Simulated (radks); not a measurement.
# C³⁺ in [He] 2s0.5 3s0.5: an all-electron calculation

An exercise on one series of results from a longer session: the logs are not shown, and one member is left open.

The numbers are computed with radks (a radial shooting solver on a logarithmic mesh, Libxc functionals) version 1 (scalar-relativistic Kohn-Sham, PBE, spin-unpolarised, spherical densities, finite nucleus), except any that are marked as measured or tabulated.

**The atom as given**

* element: carbon (Z = 6)
* charge: +3
* electrons: 3
* configuration: [He] 2s0.5 3s0.5
* nuclear rms radius: 2.4702 fm

Set-up of the first run:

Input:

```text
Z 6
configuration [He] 2s0.5 3s0.5 2p0 4s0
relativity scalar-relativistic
functional pbe,pbe
spin unpolarised
nucleus finite rms 2.4702 fm
c 137.035999084
```

Among the steps run: Self-consistent calculation.

One of the session's tables, all rows but one given; the rest of the session is left out.

It belongs to the step «Orbitals and density». Sizes of the orbitals, from the radial functions (bohr):

```
level     <r>  outermost maximum (interpolated)  90 % within  nodes
   1s  0.2689                             0.174        0.482      0
   2s   1.257                              1.06         1.94      1
   2p   1.159                             0.912         1.88      0
   3s       ?                                 ?            ?      ?
```

Estimate the missing values for 3s.

**Answer.** <r>: 3.109; outermost maximum (interpolated): 2.95; 90 % within: 4.48; nodes: 2. In the column «<r>» it is the highest.
